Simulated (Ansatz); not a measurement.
**BH3 (SMILES [H]B([H])[H]): methods side by side**

The species is BH3 (4 atoms), meant as a singlet with charge 0. SMILES: `[H]B([H])[H]`. Geometry: relaxed at GFN2-xTB.

| atom | x (Å) | y (Å) | z (Å) |
| --- | --- | --- | --- |
| B | 0.0001 | 0.0000 | -0.0014 |
| H | 1.1639 | -0.0303 | 0.0153 |
| H | -0.5553 | 1.0234 | -0.0186 |
| H | -0.6086 | -0.9931 | 0.0048 |

Each level gives the energy change with the B1–H4 bond stretched from 1.165 to 1.456 Å (eV). The values are calculated.

```csv
level,kind,program,value (eV),less CCSDT/6-31G*,CPU time (all runs)
HF/6-31G* (spherical functions) (restricted),Hartree–Fock,Ansatz,0.61,+0.08,0.18 s
SVWN5/6-31G* (spherical functions) (restricted),LDA,Ansatz,0.47,-0.06,0.73 s
revPBE/6-31G* (spherical functions) (restricted),GGA,Ansatz,0.47,-0.06,1 s
r2SCAN/6-31G* (spherical functions) (restricted),meta-GGA,Ansatz,0.53,0.00,2.4 s
B3LYP/6-31G* (spherical functions) (restricted),global hybrid,Ansatz,0.55,+0.02,1.1 s
wB97M-V/6-31G* (spherical functions) (restricted),range-separated hybrid,Ansatz,0.57,+0.04,12 s
wB97X/6-31G* (spherical functions) (restricted),range-separated hybrid,Ansatz,0.54,+0.01,4.9 s
B2PLYP/6-31G* (spherical functions) (restricted),double hybrid,Ansatz,0.57,+0.04,1.5 s
MP2/6-31G* (spherical functions) (restricted),perturbation theory,Ansatz,0.59,+0.06,0.18 s
CCSDT/6-31G* (spherical functions) (restricted),coupled cluster or CI,Ansatz,0.53,0.00,0.56 s
```

Differences are taken from CCSDT/6-31G* (spherical functions) (restricted) for orientation; it has basis-set and higher-order errors of its own. The first shape isn't each level's own minimum. The values span 0.47 to 0.61 eV. Times are those of the runs behind each value, whatever else they computed, on shared processors of several kinds: orders of magnitude only.
